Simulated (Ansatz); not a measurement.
# NH3, singlet in STO-3G: errors against full CI

Geometry: MP2(full)/6-31G*, from the G2/97 set.

```xyz
4

N     0.0000    0.0000    0.0689
H     0.0000    0.9397   -0.3194
H     0.8138   -0.4699   -0.3194
H    -0.8138   -0.4699   -0.3194
```

Basis STO-3G; Ansatz 0.2.0. Correlated methods freeze the noble-gas cores, which leaves 8 electrons in 7 orbitals. R marks a restricted (for open shells ROHF) determinant. Active spaces: valence = (8e, 7o) chosen from the atoms' valence shells.

Full CI is exact within this basis and frozen core; it isn't the basis-set limit.

* UHF ⟨S²⟩: 0.000
* T1 diagnostic (RCCSD): 0.0037
* largest doubles amplitude (RCCSD): 0.074

```
    level  E − E(full CI) (kJ/mol)  share of correlation (%)  wall time
      RHF                    172.5                      0.00          –
     RMP2                     47.7                     72.33          –
     CISD                      4.3                     97.49     0.06 s
    RCCSD                      0.6                     99.67          –
 RCCSD(T)                      0.3                     99.85     0.12 s
  BCCD(T)                      0.3                     99.85     0.15 s
   RCCSDT                      0.1                     99.93          –
   CISDTQ                      0.0                     99.98     0.09 s
RCCSDT(Q)                      0.0                     99.99     0.24 s
  RCCSDTQ                      0.0                    100.00     0.61 s
```

The correlation energy at full CI, counted from RHF, is -1.788 eV. That run took 0.1 s on 1 thread of AMD EPYC 7R13, shared host over 625 determinants.

Run but not shown, since their state or frozen core can't be matched to the reference's or they repeat it: CASSCF (valence space), NEVPT2 (valence space), MRCISD (valence space), MRCISD+Q (valence space), MRCISD+Q(relaxed) (valence space).

Times hold each run's SCF and search for its determinant on a shared host, so for small cases they say little of a method's own cost; they ran on 1 thread of AMD EPYC 7R13.

The full-CI state has the irrep A' of Cs, in the program's axes (one component, if the state is degenerate).

Natural occupations of full CI about the gap: 1.996 1.983 1.976 1.976 0.024 0.024 0.022; effectively unpaired electrons, Σ n²(2−n)², 0.01.

Atomization energy (electronic, same basis, no zero-point term; atoms at the same level, unrestricted beside the R rows where the molecule is a closed shell, with restricted open-shell steps beyond CCSDT(Q)) at full CI: 1054.2 kJ/mol. Errors of other levels:

```csv
level,error (kJ/mol)
RHF,-172.5
RMP2,-47.7
CISD,-4.3
RCCSD,-0.6
RCCSD(T),-0.3
BCCD(T),-0.3
RCCSDT,-0.1
CISDTQ,0.0
RCCSDT(Q),0.0
RCCSDTQ,0.0
```

This basis is far from its limit, so the value isn't to be set against a measured one. Truncated CI isn't size-consistent, which counts against it in atomization.
